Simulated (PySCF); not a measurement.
Compound: 1,1,1,2-tetrafluoroethane, C2H2F4.
Structure used (GFN2-xTB), in Å, numbered top down from 1:
```
atom  x, y, z in Å
F1     1.2607   -1.2585    0.0121
C2     0.8027    0.0200    0.0103
C3    -0.7276    0.0318   -0.0150
F4    -1.2644   -0.5671    1.0481
F5    -1.2284   -0.5552   -1.1020
F6    -1.1653    1.3008   -0.0148
H7     1.1808    0.5226   -0.8861
H8     1.1506    0.5151    0.9229
```

Lines to be assigned: C 1s: 294.63 (area 1), 298.85 (area 1) eV; F 1s: 693.71 (area 1), 694.43 (area 3) eV.

Theory: delta-SCF UKS SCAN, pcX-2 on the ionised atom, pcseg-1 elsewhere, spin-free X2C in PySCF 2.14.0. Geometry: GFN2-xTB; no solvent, vibrations or thermal averaging.

(1) Order the carbon atoms by C 1s binding energy.

(2) Which fluorine gives which F 1s line?

Results:

(1) 294.63 eV: C2 (sp3 C–F carbon); 298.85 eV: C3 (CF3 carbon). The listed C 1s values span 4.22 eV, from C2 (bonded to F, C and 2 H) to C3 (bonded to 3 F and C). Summing the Pauling electronegativity differences to the bonded atoms, each weighted by its formal bond order, gives +0.73 for the lowest site and +4.29 for the highest.

(2) 693.71 eV: F1 (alkyl fluorine); 694.43 eV: F4/F5/F6 (fluorine of a CF3 group). The listed F 1s values span 0.72 eV, from F1 (bonded to C) to F4/F5/F6 (bonded to C).

Bonded neighbours of each site: F1: C; C2: F, C and 2 H; C3: 3 F and C; F4/F5/F6: C.

**Question.** Which effective nuclear charge Zeff reproduces each element's mean 1s value in the hydrogen-like formula E = 13.606 eV × Zeff²?

**Answer.** C (Z = 6): mean 296.7 eV, Zeff = 4.67, Z − Zeff = 1.33; F (Z = 9): mean 694.3 eV, Zeff = 7.14, Z − Zeff = 1.86. Means run over the listed sites, weighted by atom count.

One atom of each set of topologically equivalent atoms was ionised and stands for the set; in this conformer not all members are related by symmetry, and their own values weren't computed.
